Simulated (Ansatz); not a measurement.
Start from InAs in the zinc blende structure (space group F-43m, No. 216; a = 6.087 Å).

Method: Ansatz (a first-principles code), PBEsol, PAW, cutoff 420 eV, no spin-orbit coupling.

One thing is altered: Sb takes the place of As on all its sites, then cell and atoms are relaxed.

Measured lattice parameter a: InAs 6.047 Å (static lattice; corrected from measurement; as listed in Daniel Mejia-Rodriguez, S. B. Trickey, Phys. Rev. B (2018)); InSb 6.468 Å (static lattice; corrected from measurement; as listed in Daniel Mejia-Rodriguez, S. B. Trickey, Phys. Rev. B (2018)).

Q: How well does PBEsol reproduce the measured shift?

A: With PBEsol the lattice parameter a moves by +0.432 Å (6.087 → 6.519) against +0.421 Å measured.

Whether these cells are dynamically stable was not tested. The final runs are not spin-polarised.
